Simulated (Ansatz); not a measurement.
System: hcp Mg. Method: LDA in Ansatz (PAW).

Numerical settings: plane-wave cutoff 520 eV, 18×18×12 k mesh (along the axes of the cell as run), Fermi–Dirac smearing 0.05 eV, scalar-relativistic PAW data made under PBE.

The volume scan:

```tsv
V (Å³/atom)	E − E_lowest (meV/atom)
20.749	4.58
21.182	1.10
21.614	0.00
22.046	1.04
22.479	4.02
```

Fit the third-order Birch–Murnaghan equation and give B0 and B′.

V0 = 21.613 Å³/atom, B0 = 39.7 GPa, B′ = 4.0 (fit to the energies at full precision).

Shape and atoms are relaxed at each volume.

Measured, for comparison: bulk modulus 38.6 GPa (copied from a table, unchecked, extrapolated to 0 K and zero-point effects removed; as tabulated in Lejaeghere et al. (2013), arXiv:1204.2733). Computed (rounded) less measured: bulk modulus not scored (unchecked).

Note: the bulk modulus comes from volumes at which shape and atoms were relaxed.

The computed numbers hold no vibrational or temperature effects.

Ansatz is a first-principles code.
